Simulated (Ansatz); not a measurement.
Mulliken charges of H4NPSi (`N1[SiH2]P1`) from B3LYP/def2-TZVPP in Ansatz (PBE0-D4/def2-TZVP geometry).

```
atom   x (Å)   y (Å)   z (Å)  charge (e)
  N1  -0.793  -0.713   0.091      -0.375
 Si2  -0.048   0.822   0.215       0.357
  P3   0.838  -1.135   0.650       0.016
  H4  -1.280  -1.199  -0.643       0.135
  H5   0.353   1.536  -1.020      -0.066
  H6  -0.579   1.734   1.251      -0.058
  H7   1.572  -1.113  -0.590      -0.010
```

Q: By hand: the dipole of these point charges (1 e Å = 4.8032 D).

A: Σ q r = (0.115, 0.190, -0.033) e Å, of length 0.225 e Å = 1.08 D.

Q: How does the dipole of the full density compare? (An estimate is asked.)

A: Ansatz gave: (-0.069, 0.147, -0.280) e Å, 1.55 D; the point charges give 0.70 times that, at 66° from its direction.

Point charges leave out the atoms' own dipoles, such as those of lone pairs, and Mulliken's split depends on the basis, so the two needn't agree.

B3LYP here is the variant with VWN-RPA as its local correlation; programs differ in this.
